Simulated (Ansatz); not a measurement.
`F[CH]OCF` radical, 8 atoms. The species carries charge 0 and has multiplicity 2. All runs use 4 threads of an Arm Neoverse V2 on a shared host. Correlated methods freeze the cores. Open-shell runs search over several starts.

(1) How many basis functions does each run have, and how long does it take in Ansatz? UKS B3LYP-D4/def2-TZVPP energy and forces; UKS PBE0-D4/def2-TZVP frequencies; UKS revPBE-D4/def2-TZVPP energy; UKS PBE0-D4/def2-SVP energy; direct RPA on PBE orbitals/def2-TZVPP energy; UHF-MP2/def2-QZVPP energy; UHF-CCSD(T)/def2-SVP energy; UKS ωB97M-V/def2-SVP energy; UKS PBE0-D4/def2-QZVPP energy; UHF-CCSD(T)/def2-TZVPP energy; UKS r2SCAN0-D4/def2-TZVPP energy; UKS PBE0-D4/def2-TZVP relaxation (7 steps). (Best estimate.)

Results:

(1) The calculation gave: Other jobs shared the machine, so times are rough.

| level | job | functions | wall time | peak host memory (GiB) |
| --- | --- | --- | --- | --- |
| UKS PBE0-D4/def2-SVP | energy | 85 | 1.2 s | 0.4 |
| UKS revPBE-D4/def2-TZVPP | energy | 197 | 2.1 s | 0.24 |
| UKS B3LYP-D4/def2-TZVPP | energy and forces | 197 | 3.4 s | 0.47 |
| direct RPA on PBE orbitals/def2-TZVPP | energy | 197 | 4.6 s | 0.47 |
| UKS ωB97M-V/def2-SVP | energy | 85 | 4.7 s | 0.4 |
| UKS r2SCAN0-D4/def2-TZVPP | energy | 197 | 5.5 s | 0.52 |
| UKS PBE0-D4/def2-QZVPP | energy | 375 | 8 s | 1.2 |
| UHF-CCSD(T)/def2-SVP | energy | 85 | 11 s | 0.66 |
| UHF-MP2/def2-QZVPP | energy | 375 | 18 s | 1.8 |
| UKS PBE0-D4/def2-TZVP | relaxation (7 steps) | 173 | 24 s | 0.42 |
| UKS PBE0-D4/def2-TZVP | frequencies | 173 | 96 s | 0.41 |
| UHF-CCSD(T)/def2-TZVPP | energy | 197 | 5.2 min | 7.3 |

B3LYP here is the variant with VWN-RPA as its local correlation; programs differ in this.
